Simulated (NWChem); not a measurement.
All runs are NWChem calculations. System: allene (C$_{3}$H$_{4}$), charge 0, spin multiplicity 1, at a geometry optimised with PBE0/def2-SVP. Level: MP2/def2-TZVP, 3 core orbitals frozen.

Input file:

```
start mol
memory heap 200 mb stack 900 mb global 1100 mb
geometry units angstroms nocenter noautoz
  C      0.000000     0.000000     1.307762
  C      0.000000     0.000000    -0.000000
  C      0.000000     0.000000    -1.307762
  H      0.000000    -0.936751     1.874880
  H      0.000000     0.936751     1.874880
  H      0.936751     0.000000    -1.874880
  H     -0.936751     0.000000    -1.874880
  symmetry group C2v
end
basis spherical
  * library def2-tzvp
end
scf
  rhf
  nopen 0
  maxiter 100
  thresh 1e-7
  semidirect memsize 60000000 filesize 0
end
mp2
  freeze core 3
end
task mp2 energy
```

Output (cleaned and shortened):

```
             Northwest Computational Chemistry Package (NWChem) 7.3.0
             --------------------------------------------------------

                                NWChem Input Module
                                -------------------

 Scaling coordinates for geometry "geometry" by  1.889725989
 (inverse scale =  0.529177249)

 Turning off AUTOSYM since
 SYMMETRY directive was detected!

                             Geometry "geometry" -> ""
                             -------------------------

 Output coordinates in angstroms (scale by  1.889725989 to convert to a.u.)

  No.       Tag          Charge          X              Y              Z
 ---- ---------------- ---------- -------------- -------------- --------------
    1 C                    6.0000     0.00000000     0.00000000     1.30776200
    2 C                    6.0000     0.00000000     0.00000000     0.00000000
    3 C                    6.0000     0.00000000     0.00000000    -1.30776200
    4 H                    1.0000     0.00000000    -0.93675100     1.87488000
    5 H                    1.0000     0.00000000     0.93675100     1.87488000
    6 H                    1.0000     0.93675100     0.00000000    -1.87488000
    7 H                    1.0000    -0.93675100     0.00000000    -1.87488000

 Effective nuclear repulsion energy (a.u.)      59.0007399211

            Nuclear Dipole moment (a.u.)
            ----------------------------
        X                 Y               Z
 ---------------- ---------------- ----------------
     0.0000000000     0.0000000000     0.0000000000

      Symmetry information
      --------------------

 Group name             C2v
 Group number             16
 Group order               4
 No. of unique centers     5

      Symmetry unique atoms

     1    2    3    4    6


 Summary of "ao basis" -> "" (spherical)
 ------------------------------------------------------------------------------
       Tag                 Description            Shells   Functions and Types
 ---------------- ------------------------------  ------  ---------------------
 *                         def2-tzvp                  on all atoms

 Summary of "ao basis" -> "ao basis" (spherical)
 ------------------------------------------------------------------------------
       Tag                 Description            Shells   Functions and Types
 ---------------- ------------------------------  ------  ---------------------
 C                         def2-tzvp                11       31   5s3p2d1f
 H                         def2-tzvp                 4        6   3s1p

                                 NWChem SCF Module
                                 -----------------

  ao basis        = "ao basis"
  functions       =   117
  atoms           =     7
  closed shells   =    11
  open shells     =     0
  charge          =   0.00
  wavefunction    = RHF
  use symmetry    = T
  symmetry adapt  = T

 Summary of "ao basis" -> "ao basis" (spherical)
 ------------------------------------------------------------------------------
       Tag                 Description            Shells   Functions and Types
 ---------------- ------------------------------  ------  ---------------------
 C                         def2-tzvp                11       31   5s3p2d1f
 H                         def2-tzvp                 4        6   3s1p

      Symmetry analysis of basis
      --------------------------

        a1         52
        a2         11
        b1         27
        b2         27

 Forming initial guess at       0.0s

      Superposition of Atomic Density Guess
      -------------------------------------

 Sum of atomic energies:        -115.01322141

      Non-variational initial energy
      ------------------------------

 Total energy =    -116.713834
 1-e energy   =    -269.171174
 2-e energy   =      93.456600
 HOMO         =      -0.314013
 LUMO         =       0.014279

      Symmetry analysis of molecular orbitals - initial
      -------------------------------------------------

 !! scf_movecs_sym_adapt:   54 vectors were symmetry contaminated

  Symmetry fudging

 !! scf_movecs_sym_adapt:   48 vectors were symmetry contaminated

  Numbering of irreducible representations:

     1 a1          2 a2          3 b1          4 b2

  Orbital symmetries:

     1 a1          2 a1          3 a1          4 a1          5 a1
     6 a1          7 b2          8 b1          9 a1         10 b2
    11 b1         12 b1         13 b2         14 a1         15 a1
    16 b2         17 b1         18 a1         19 a1         20 a1
    21 a1

 Starting SCF solution at       0.7s

 ----------------------------------------------
         Quadratically convergent ROHF

 Convergence threshold     :          1.000E-07
 Maximum no. of iterations :          100
 Final Fock-matrix accuracy:          1.000E-09
 ----------------------------------------------

              iter       energy          gnorm     gmax       time
             ----- ------------------- --------- --------- --------
                 1     -115.8702272049  5.96D-01  2.05D-01      0.7
                 2     -115.9048540595  1.54D-01  3.57D-02      0.8
                 3     -115.9067726394  1.29D-02  4.54D-03      0.9
                 4     -115.9068067211  1.37D-04  3.41D-05      1.1
                 5     -115.9068067228  3.53D-09  8.11D-10      1.4

       Final RHF  results
       ------------------

         Total SCF energy =   -115.906806722798
      One-electron energy =   -271.662830208339
      Two-electron energy =     96.755283564411
 Nuclear repulsion energy =     59.000739921129

        Time for solution =      0.7s

       Symmetry analysis of molecular orbitals - final
       -----------------------------------------------

  Numbering of irreducible representations:

     1 a1          2 a2          3 b1          4 b2

  Orbital symmetries:

     1 a1          2 a1          3 a1          4 a1          5 a1
     6 a1          7 a1          8 b2          9 b1         10 b1
    11 b2         12 b1         13 b2         14 a1         15 a1
    16 b1         17 b2         18 a1         19 a1         20 a1
    21 a1

             Final eigenvalues
             -----------------

              1
    1  -11.2626
    2  -11.2394
    3  -11.2393
    4   -1.0726
    5   -0.9562
    6   -0.7128
    7   -0.6274
    8   -0.6047
    9   -0.6047
   10   -0.3782
   11   -0.3782
   12    0.1485
   13    0.1485
   14    0.1689
   15    0.1867
   16    0.2302
   17    0.2302
   18    0.2647
   19    0.2911
   20    0.3226
   21    0.3247

                       ROHF Final Molecular Orbital Analysis
                       -------------------------------------

 Vector    9  Occ=2.000000D+00  E=-6.046753D-01  Symmetry=b1
              MO Center= -1.4D-16, -2.3D-18, -1.4D+00, r^2= 1.5D+00
   Bfn.  Coefficient  Atom+Function         Bfn.  Coefficient  Atom+Function
  ----- ------------  ---------------      ----- ------------  ---------------
    68      0.303230  3 C  px                71      0.241835  3 C  px
   107      0.201200  6 H  s                113     -0.201200  7 H  s

 Vector   10  Occ=2.000000D+00  E=-3.782228D-01  Symmetry=b1
              MO Center= -4.1D-16,  1.5D-17,  5.3D-01, r^2= 2.0D+00
   Bfn.  Coefficient  Atom+Function         Bfn.  Coefficient  Atom+Function
  ----- ------------  ---------------      ----- ------------  ---------------
     6      0.282708  1 C  px                 9      0.274904  1 C  px
    37      0.246798  2 C  px                40      0.240092  2 C  px
    12      0.181081  1 C  px

 Vector   11  Occ=2.000000D+00  E=-3.782228D-01  Symmetry=b2
              MO Center= -1.3D-17,  4.5D-16, -5.3D-01, r^2= 2.0D+00
   Bfn.  Coefficient  Atom+Function         Bfn.  Coefficient  Atom+Function
  ----- ------------  ---------------      ----- ------------  ---------------
    69      0.282708  3 C  py                72      0.274904  3 C  py
    38      0.246798  2 C  py                41      0.240092  2 C  py
    75      0.181081  3 C  py

 Vector   12  Occ=0.000000D+00  E= 1.485175D-01  Symmetry=b1
              MO Center= -7.7D-17, -1.9D-19,  1.1D-01, r^2= 4.7D+00
   Bfn.  Coefficient  Atom+Function         Bfn.  Coefficient  Atom+Function
  ----- ------------  ---------------      ----- ------------  ---------------
   108      1.000911  6 H  s                114     -1.000911  7 H  s
    12      0.793090  1 C  px                43     -0.597523  2 C  px
    74     -0.523675  3 C  px                37     -0.258175  2 C  px
    40     -0.232654  2 C  px                 6      0.205123  1 C  px

 Vector   13  Occ=0.000000D+00  E= 1.485175D-01  Symmetry=b2
              MO Center= -2.1D-17, -1.8D-15, -1.1D-01, r^2= 4.7D+00
   Bfn.  Coefficient  Atom+Function         Bfn.  Coefficient  Atom+Function
  ----- ------------  ---------------      ----- ------------  ---------------
    96      1.000911  4 H  s                102     -1.000911  5 H  s
    75     -0.793090  3 C  py                44      0.597523  2 C  py
    13      0.523675  1 C  py                38      0.258175  2 C  py
    41      0.232654  2 C  py                69     -0.205123  3 C  py

 Vector   14  Occ=0.000000D+00  E= 1.689321D-01  Symmetry=a1
              MO Center= -1.2D-16,  7.4D-17, -3.3D-11, r^2= 8.4D+00
   Bfn.  Coefficient  Atom+Function         Bfn.  Coefficient  Atom+Function
  ----- ------------  ---------------      ----- ------------  ---------------
    35      2.301087  2 C  s                  5     -1.962269  1 C  s
    67     -1.962269  3 C  s                  4     -1.521782  1 C  s
    66     -1.521782  3 C  s                 36      1.378460  2 C  s
    96      1.294589  4 H  s                102      1.294589  5 H  s
   108      1.294589  6 H  s                114      1.294589  7 H  s

 center of mass
 --------------
 x =   0.00000000 y =   0.00000000 z =   0.00000000

 moments of inertia (a.u.)
 ------------------
         203.498019678243           0.000000000000           0.000000000000
           0.000000000000         203.498019678243           0.000000000000
           0.000000000000           0.000000000000          12.632552763193

  Mulliken analysis of the total density
  --------------------------------------

    Atom       Charge   Shell Charges
 -----------   ------   -------------------------------------------------------
    1 C    6     6.28   0.85  1.12  0.49  0.56  0.18  1.25  1.30  0.46  0.02  0.04  0.01
    2 C    6     6.04   0.86  1.12  0.52  0.69  0.03  1.18  1.27  0.24  0.02  0.09  0.01
    3 C    6     6.28   0.85  1.12  0.49  0.56  0.18  1.25  1.30  0.46  0.02  0.04  0.01
    4 H    1     0.85   0.26  0.49  0.08  0.02
    5 H    1     0.85   0.26  0.49  0.08  0.02
    6 H    1     0.85   0.26  0.49  0.08  0.02
    7 H    1     0.85   0.26  0.49  0.08  0.02

       Multipole analysis of the density wrt the origin
       ------------------------------------------------

     L   x y z        total         open         nuclear
     -   - - -        -----         ----         -------
     0   0 0 0     -0.000000      0.000000     22.000000

     1   1 0 0     -0.000000      0.000000      0.000000
     1   0 1 0     -0.000000      0.000000      0.000000
     1   0 0 1      0.000000      0.000000      0.000000

     2   2 0 0    -14.768414      0.000000      6.267235
     2   1 1 0      0.000000      0.000000      0.000000
     2   1 0 1     -0.000000      0.000000      0.000000
     2   0 2 0    -14.768414      0.000000      6.267235
     2   0 1 1     -0.000000      0.000000      0.000000
     2   0 0 2    -11.511301      0.000000    123.500251

                   NWChem MP2 Semi-direct Energy/Gradient Module
                   ---------------------------------------------

  Basis functions       =    117
  Molecular orbitals    =    117
  Frozen core           =      3
  Frozen virtuals       =      0
  Active alpha occupied =      8
  Active beta occupied  =      8
  Active alpha virtual  =    106
  Active beta virtual   =    106
  Use MO symmetry       = T
  Use skeleton AO sym   = T

  AO/Fock/Back tols     =   1.0D-09  1.0D-09  1.0D-09

 GA uses MA = F    GA memory limited = T

 Available:
  local mem=  1.26D+08
 global mem=  1.44D+08
 local disk=  0.00D+00
  mp2_memr nvloc                   106
  nvloc new                   106
   1 passes of   8:        4194304                      70308                  19735915.
   1 passes of   8: M    126140367           G      144151822           F     121946063.

 Semi-direct pass number   1 of   1  for RHF alpha+beta  at        1.5s
  vrange nnbf                  6837
  mp2_eaftype                    75  avail_ma_in_mb                  1099
 EAF : mp2_eaftype filesize          75    9867958.
  mp2_eaf for mointskh                     75
Node 0 wrote     46.4 Mb in      0.0 s     Agg I/O rate:  1133.5 Mb/s
 Done moints_semi at        3.8s
  mp2_eaftype                    75  avail_ma_in_mb                  1024
 EAF : mp2_eaftype filesize          75    9867958.
  mp2_eaf for kh                    75
 Done maket at        4.0s
 Done multipass loop at        4.0s

          -------------------------------------------
          SCF energy                -115.906806722798
          Correlation energy          -0.465988683395
          Singlet pairs               -0.304742715346
          Triplet pairs               -0.161245968048
          Total MP2 energy          -116.372795406193
          -------------------------------------------

          ---------------------------------------------------
                    Spin Component Scaled (SCS) MP2
          Same spin pairs                     -0.107497312032
          Same spin scaling factor             0.333333333333
          Opposite spin pairs                 -0.358491371362
          Opposite spin scaling fact.          1.200000000000
          SCS-MP2 correlation energy          -0.466022082979
          Total SCS-MP2 energy              -116.372828805777
          ---------------------------------------------------

 -----------------------
 Performance information
 -----------------------

 Timer overhead =  9.65D-08 seconds/call

               Nr. of calls         CPU time (s)                 Wall time (s)                GFlops
             ---------------    -------------------     ------------------------------   -------------------
Name         Min   Avg   Max    Min     Avg     Max     Min     Avg     Max   Mx/calls   Min     Max     Sum
mp2: moin     1     1     1    2.4     2.4     2.4      2.4     2.4     2.4     2.4      0.0     0.0     0.0
mp2: make     1     1     1   0.11    0.11    0.11     0.11    0.11    0.11    0.11      0.0     0.0     0.0
mp2: tota     1     1     1    2.5     2.5     2.5      2.5     2.5     2.5     2.5      0.0     0.0     0.0

 The average no. of pstat calls per process was 3.00D+00
 with a timing overhead of 2.90D-07s

 Task  times  cpu:        3.9s     wall:        3.9s

 Total times  cpu:        4.0s     wall:        4.0s
```
